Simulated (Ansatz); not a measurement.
## Relative stability

Two isomers of CH5B2, doublet, relaxed at PBE0-D4/def2-TZVP (vibrations not checked).

A:

| atom | x (Å) | y (Å) | z (Å) |
| --- | --- | --- | --- |
| B1 | -0.8461 | -0.1579 | -0.3397 |
| C2 | 0.1935 | 0.8604 | 0.1611 |
| B3 | 0.7021 | -0.5914 | 0.1154 |
| H4 | -1.9187 | -0.3469 | -0.8053 |
| H5 | 0.6035 | 1.5874 | -0.5410 |
| H6 | 0.0365 | 1.3287 | 1.1414 |
| H7 | 1.6157 | -1.3362 | 0.2333 |
| H8 | -0.3865 | -1.3441 | 0.0348 |

B:

| atom | x (Å) | y (Å) | z (Å) |
| --- | --- | --- | --- |
| B1 | -0.6488 | 0.8565 | -0.8967 |
| C2 | -0.5496 | -0.0412 | 0.3193 |
| B3 | 0.5729 | -1.0472 | 0.4706 |
| H4 | -0.5624 | 0.3861 | -1.9960 |
| H5 | -0.7807 | 2.0425 | -0.7815 |
| H6 | -1.2106 | 0.1463 | 1.1701 |
| H7 | 0.8368 | -1.7885 | -0.4338 |
| H8 | 1.2299 | -1.0966 | 1.4722 |

Program: Ansatz 0.2.0. Basis: def2-TZVPP. Cores are frozen in the correlated methods; orbitals are unrestricted. B3LYP uses VWN-RPA correlation.

(1) Which structure is lower at CCSD(T), and by how much? (To be estimated.)

(2) Do the other methods give the same order? (A judgement: the text doesn't fix the answer.)

No T1 diagnostic of these runs exceeds 0.019. ⟨S²⟩ of the unrestricted Hartree–Fock references: 0.76 (a pure state has 0.75).

Answers

(1) By the calculation: A, by 2.34 kcal/mol (electronic energy, against the other). By their contacts, A is CH₅B₂ ([H]1[BH]2[CH2][BH]12) and B is CH₅B₂ ([BH2][CH][BH2]).

(2) Computed: Not all: B3LYP-D4, HF, CCSD give the other order.

| method | E(B) − E(A) (kcal/mol) |
| --- | --- |
| PBE-D4 | 9.84 |
| r2SCAN-D4 | 7.57 |
| PBE0-D4 | 8.11 |
| B3LYP-D4 | -0.40 |
| wB97M-V | 3.10 |
| HF | -17.75 |
| MP2 | 6.65 |
| CCSD | -0.21 |
| CCSD(T) | 2.34 |

Labels in which every atom is bracketed show which atoms are joined, not bond orders.
